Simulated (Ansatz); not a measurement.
We consider 2H WS2, described by RPBE in Ansatz (plane waves, PAW).

Numerical settings: plane-wave cutoff 520 eV, 12×12×4 k mesh (along the axes of the cell as run), Fermi–Dirac smearing 0.01 eV, no spin polarisation, scalar-relativistic PAW data made under PBE.

Cell (measured lattice):

```
CELL_PARAMETERS angstrom
     -1.57650     2.73058     0.00000
      3.15300     0.00000     0.00000
      0.00000     0.00000   -12.32300
ATOMIC_POSITIONS crystal
  W  0.33333 0.66667 0.25000
  W  0.66667 0.33333 0.75000
  S  0.33333 0.66667 0.87700
  S  0.66667 0.33333 0.37700
  S  0.66667 0.33333 0.12300
  S  0.33333 0.66667 0.62300
```

Q: What does this level give for the band gap, smallest direct gap on the k points sampled and Γ–Γ gap?

A: 
- band gap: 1.02 eV
- smallest direct gap on the k points sampled: 1.83 eV
- Γ–Γ gap: 2.30 eV

Note: cell and atoms aren't relaxed at this level (largest force component 0.32 eV/Å, pressure 7.9 GPa).

Spin–orbit coupling is not included.

Computing time: very roughly 30 core-seconds.

Ansatz is an electronic-structure program.
